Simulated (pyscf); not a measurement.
Single points on ωB97X-D3(BJ)/def2-SVP structures (PySCF, gas phase).

Question: For the elementary gas-phase step hydrogen chloride (HCl) + H₂N–Ge•(Cl)–Cl → Cl–Ge•(Cl)–Cl + ammonia (NH₃) (doublet surface; Cl–H, Ge–N broken, Cl–Ge, H–N formed), what barrier and reaction energy does ωB97M-D3(BJ)/def2-TZVP give, measured from the separated reactants?

Answer: ΔE‡ = 0.00 eV, ΔE = -0.54 eV. Zero-point energy shifts the barrier by +0.04 eV. It is a four-centre exchange, with an imaginary mode of 471i cm⁻¹. On the product side the descent ends in an adduct with a Ge–N contact (not fully relaxed), 0.64 eV under the separated species and 1.19 eV under the saddle at ωB97X-D3(BJ)/def2-TZVP. What is counted as broken (Ge–N) persists as a longer contact in the product adduct; parting that adduct is a step of its own. This is the saddle that the search found; another between the same sides may lie lower. Elements up to Kr have no core potential and no relativistic terms here.
